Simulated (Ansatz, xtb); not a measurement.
# Two isomers of C3H7O2

Structure I: `C[CH]C(O)O`, a doublet. Structure II: `C[C](O)CO`, a doublet. Both are isolated molecules in the gas phase, relaxed with PBE0-D3(BJ)/def2-SVP, each in the lowest conformer that the search found.

Q: Estimate which is lower in electronic energy at CCSD(T)/def2-SVP + ΔMP2/def2-TZVPP, and by roughly how much.

A: Too close to call at this level: CCSD(T)/def2-SVP + ΔMP2/def2-TZVPP gives E(II) − E(I) = −0.07 kcal/mol.

Level by level:

```tsv
level	geometry	E(II) − E(I) (kcal/mol)	departure from the last row (kcal/mol)	job, with rough time for the two
GFN2-xTB	GFN2-xTB	−2.35	−2.28	optimisation, 0.13 s
HF/STO-3G	GFN2-xTB	−3.24	−3.17	single point, 0.36 s
r2SCAN-D4/def2-SVP	GFN2-xTB	−0.58	−0.50	single point, 6.9 s
PBE0-D3(BJ)/def2-SVP	PBE0-D3(BJ)/def2-SVP	−1.69	−1.62	optimisation, 95 s
HF/def2-SVP	PBE0-D3(BJ)/def2-SVP	+3.25	+3.33	part of the CCSD(T) run
MP2/def2-SVP	PBE0-D3(BJ)/def2-SVP	−0.18	−0.11	part of the CCSD(T) run
CCSD(T)/def2-SVP	PBE0-D3(BJ)/def2-SVP	−0.48	−0.41	single point
CCSD(T)/def2-SVP + ΔMP2/def2-TZVPP	PBE0-D3(BJ)/def2-SVP	−0.07		single point, 1.7 min
```

As drawn, both hold the same kinds of bond in the same numbers.

The largest departure from CCSD(T)/def2-SVP + ΔMP2/def2-TZVPP is that of HF/def2-SVP, 3.33 kcal/mol. The last row adds to CCSD(T) the change of the MP2 difference between the two basis sets, here +0.41 kcal/mol.

With harmonic frequencies from PBE0-D3(BJ)/def2-SVP (ideal gas, rigid rotor, one conformer each, 298.15 K, 1 atm): on the last row, ΔE + ΔZPE = +1.00, ΔH = +0.73, ΔG = +1.41 kcal/mol.

Open shells are spin-unrestricted. The correlated steps freeze 5 core orbitals. Codes used: Ansatz 0.2.0, xtb 6.7.1; the last row on 2 threads of Arm Neoverse V1 on a shared host.
